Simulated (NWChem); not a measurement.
The numbers come from NWChem runs, not from measurements. System: hydrogen isocyanide (CHN), charge 0, spin multiplicity 1, at a geometry optimised with PBE/def2-SVP. Level: RHF/def2-TZVP.

The NWChem input:

```
start mol
memory heap 200 mb stack 800 mb global 1000 mb
geometry units angstroms nocenter noautoz
  C      0.000000     0.000000     0.748997
  N      0.000000     0.000000    -0.435186
  H      0.000000     0.000000    -1.447679
  symmetry group C2v
end
basis spherical
  * library def2-tzvp
end
scf
  rhf
  nopen 0
  maxiter 100
  thresh 1e-7
  semidirect memsize 60000000 filesize 0
end
task scf energy
```

Part of the output:

```
             Northwest Computational Chemistry Package (NWChem) 7.3.0
             --------------------------------------------------------

                                NWChem Input Module
                                -------------------

 Scaling coordinates for geometry "geometry" by  1.889725989
 (inverse scale =  0.529177249)

 Turning off AUTOSYM since
 SYMMETRY directive was detected!

                             Geometry "geometry" -> ""
                             -------------------------

 Output coordinates in angstroms (scale by  1.889725989 to convert to a.u.)

  No.       Tag          Charge          X              Y              Z
 ---- ---------------- ---------- -------------- -------------- --------------
    1 C                    6.0000     0.00000000     0.00000000     0.74899700
    2 N                    7.0000     0.00000000     0.00000000    -0.43518600
    3 H                    1.0000     0.00000000     0.00000000    -1.44767900

 Effective nuclear repulsion energy (a.u.)      23.8725185715

            Nuclear Dipole moment (a.u.)
            ----------------------------
        X                 Y               Z
 ---------------- ---------------- ----------------
     0.0000000000     0.0000000000     0.0000018897

      Symmetry information
      --------------------

 Group name             C2v
 Group number             16
 Group order               4
 No. of unique centers     3

      Symmetry unique atoms

     1    2    3


 Summary of "ao basis" -> "" (spherical)
 ------------------------------------------------------------------------------
       Tag                 Description            Shells   Functions and Types
 ---------------- ------------------------------  ------  ---------------------
 *                         def2-tzvp                  on all atoms

 Summary of "ao basis" -> "ao basis" (spherical)
 ------------------------------------------------------------------------------
       Tag                 Description            Shells   Functions and Types
 ---------------- ------------------------------  ------  ---------------------
 C                         def2-tzvp                11       31   5s3p2d1f
 N                         def2-tzvp                11       31   5s3p2d1f
 H                         def2-tzvp                 4        6   3s1p

                                 NWChem SCF Module
                                 -----------------

  ao basis        = "ao basis"
  functions       =    68
  atoms           =     3
  closed shells   =     7
  open shells     =     0
  charge          =   0.00
  wavefunction    = RHF
  use symmetry    = T
  symmetry adapt  = T

 Summary of "ao basis" -> "ao basis" (spherical)
 ------------------------------------------------------------------------------
       Tag                 Description            Shells   Functions and Types
 ---------------- ------------------------------  ------  ---------------------
 C                         def2-tzvp                11       31   5s3p2d1f
 N                         def2-tzvp                11       31   5s3p2d1f
 H                         def2-tzvp                 4        6   3s1p

      Symmetry analysis of basis
      --------------------------

        a1         32
        a2          6
        b1         15
        b2         15

 Forming initial guess at       0.0s

      Superposition of Atomic Density Guess
      -------------------------------------

 Sum of atomic energies:         -92.48268922

      Non-variational initial energy
      ------------------------------

 Total energy =     -93.089131
 1-e energy   =    -171.351351
 2-e energy   =      54.389702
 HOMO         =      -0.385930
 LUMO         =       0.038331

      Symmetry analysis of molecular orbitals - initial
      -------------------------------------------------

 !! scf_movecs_sym_adapt:   40 vectors were symmetry contaminated

  Symmetry fudging

 !! scf_movecs_sym_adapt:   40 vectors were symmetry contaminated

  Numbering of irreducible representations:

     1 a1          2 a2          3 b1          4 b2

  Orbital symmetries:

     1 a1          2 a1          3 a1          4 a1          5 b1
     6 b2          7 a1          8 b1          9 b2         10 a1
    11 a1         12 a1         13 b2         14 b1         15 a1
    16 b2         17 b1

 Starting SCF solution at       0.3s

 ----------------------------------------------
         Quadratically convergent ROHF

 Convergence threshold     :          1.000E-07
 Maximum no. of iterations :          100
 Final Fock-matrix accuracy:          1.000E-09
 ----------------------------------------------

              iter       energy          gnorm     gmax       time
             ----- ------------------- --------- --------- --------
                 1      -92.8749741626  4.82D-01  1.68D-01      0.3
                 2      -92.8903746399  1.57D-01  4.89D-02      0.3
                 3      -92.8924371205  1.11D-02  3.41D-03      0.3
                 4      -92.8924493105  4.98D-05  1.31D-05      0.4
                 5      -92.8924493108  8.98D-09  2.41D-09      0.4

       Final RHF  results
       ------------------

         Total SCF energy =    -92.892449310769
      One-electron energy =   -172.418388444108
      Two-electron energy =     55.653420561838
 Nuclear repulsion energy =     23.872518571501

        Time for solution =      0.1s

       Symmetry analysis of molecular orbitals - final
       -----------------------------------------------

  Numbering of irreducible representations:

     1 a1          2 a2          3 b1          4 b2

  Orbital symmetries:

     1 a1          2 a1          3 a1          4 a1          5 b1
     6 b2          7 a1          8 a1          9 b1         10 b2
    11 a1         12 a1         13 b2         14 b1         15 a1
    16 b1         17 b2

             Final eigenvalues
             -----------------

              1
    1  -15.6066
    2  -11.3026
    3   -1.2560
    4   -0.8671
    5   -0.5150
    6   -0.5150
    7   -0.4934
    8    0.1249
    9    0.1597
   10    0.1597
   11    0.2309
   12    0.3208
   13    0.3679
   14    0.3679
   15    0.4618
   16    0.5563
   17    0.5563

                       ROHF Final Molecular Orbital Analysis
                       -------------------------------------

 Vector    5  Occ=2.000000D+00  E=-5.150260D-01  Symmetry=b1
              MO Center= -2.3D-17,  3.1D-34, -1.2D-01, r^2= 1.0D+00
   Bfn.  Coefficient  Atom+Function         Bfn.  Coefficient  Atom+Function
  ----- ------------  ---------------      ----- ------------  ---------------
    37      0.358665  2 N  px                40      0.336236  2 N  px
     6      0.218382  1 C  px                43      0.218646  2 N  px
     9      0.184258  1 C  px

 Vector    6  Occ=2.000000D+00  E=-5.150260D-01  Symmetry=b2
              MO Center=  6.2D-34,  3.1D-17, -1.2D-01, r^2= 1.0D+00
   Bfn.  Coefficient  Atom+Function         Bfn.  Coefficient  Atom+Function
  ----- ------------  ---------------      ----- ------------  ---------------
    38      0.358665  2 N  py                41      0.336236  2 N  py
     7      0.218382  1 C  py                44      0.218646  2 N  py
    10      0.184258  1 C  py

 Vector    7  Occ=2.000000D+00  E=-4.934382D-01  Symmetry=a1
              MO Center= -3.1D-18, -1.6D-17,  1.1D+00, r^2= 9.6D-01
   Bfn.  Coefficient  Atom+Function         Bfn.  Coefficient  Atom+Function
  ----- ------------  ---------------      ----- ------------  ---------------
     4      0.420264  1 C  s                  8      0.319938  1 C  pz
     5      0.301223  1 C  s                  3      0.247730  1 C  s
    11      0.246236  1 C  pz                 2     -0.153138  1 C  s

 Vector    8  Occ=0.000000D+00  E= 1.248860D-01  Symmetry=a1
              MO Center= -4.0D-16,  2.7D-16, -2.2D+00, r^2= 2.5D+00
   Bfn.  Coefficient  Atom+Function         Bfn.  Coefficient  Atom+Function
  ----- ------------  ---------------      ----- ------------  ---------------
    65      2.600329  3 H  s                 45      1.313667  2 N  pz
    36     -1.186389  2 N  s                  4     -0.734961  1 C  s
    35      0.472755  2 N  s                  5     -0.446410  1 C  s
    11      0.279153  1 C  pz                34     -0.231359  2 N  s

 Vector    9  Occ=0.000000D+00  E= 1.597485D-01  Symmetry=b1
              MO Center=  1.6D-17,  4.8D-32,  6.2D-01, r^2= 2.7D+00
   Bfn.  Coefficient  Atom+Function         Bfn.  Coefficient  Atom+Function
  ----- ------------  ---------------      ----- ------------  ---------------
    12      0.938795  1 C  px                43     -0.697902  2 N  px
     6      0.270344  1 C  px                 9      0.237245  1 C  px
    37     -0.221389  2 N  px                40     -0.177150  2 N  px

 Vector   10  Occ=0.000000D+00  E= 1.597485D-01  Symmetry=b2
              MO Center=  1.6D-31, -2.3D-17,  6.2D-01, r^2= 2.7D+00
   Bfn.  Coefficient  Atom+Function         Bfn.  Coefficient  Atom+Function
  ----- ------------  ---------------      ----- ------------  ---------------
    13      0.938795  1 C  py                44     -0.697902  2 N  py
     7      0.270344  1 C  py                10      0.237245  1 C  py
    38     -0.221389  2 N  py                41     -0.177150  2 N  py

 center of mass
 --------------
 x =   0.00000000 y =   0.00000000 z =   0.10039611

 moments of inertia (a.u.)
 ------------------
          40.781164311007           0.000000000000           0.000000000000
           0.000000000000          40.781164311007           0.000000000000
           0.000000000000           0.000000000000           0.000000000000

  Mulliken analysis of the total density
  --------------------------------------

    Atom       Charge   Shell Charges
 -----------   ------   -------------------------------------------------------
    1 C    6     5.97   0.86  1.12  0.61  0.79  0.38  0.97  0.91  0.21  0.03  0.07  0.01
    2 N    7     7.38   0.82  1.16  0.54  0.73  0.13  1.52  1.72  0.73  0.01  0.02  0.01
    3 H    1     0.65   0.23  0.35  0.03  0.04

       Multipole analysis of the density wrt the origin
       ------------------------------------------------

     L   x y z        total         open         nuclear
     -   - - -        -----         ----         -------
     0   0 0 0     -0.000000      0.000000     14.000000

     1   1 0 0     -0.000000      0.000000      0.000000
     1   0 1 0      0.000000      0.000000      0.000000
     1   0 0 1     -1.131435      0.000000      0.000002

     2   2 0 0     -9.077289      0.000000      0.000000
     2   1 1 0      0.000000      0.000000      0.000000
     2   1 0 1      0.000000      0.000000      0.000000
     2   0 2 0     -9.077289      0.000000      0.000000
     2   0 1 1      0.000000      0.000000      0.000000
     2   0 0 2     -7.453678      0.000000     24.238462

 Task  times  cpu:        0.4s     wall:        0.4s

 Total times  cpu:        0.5s     wall:        0.5s
```
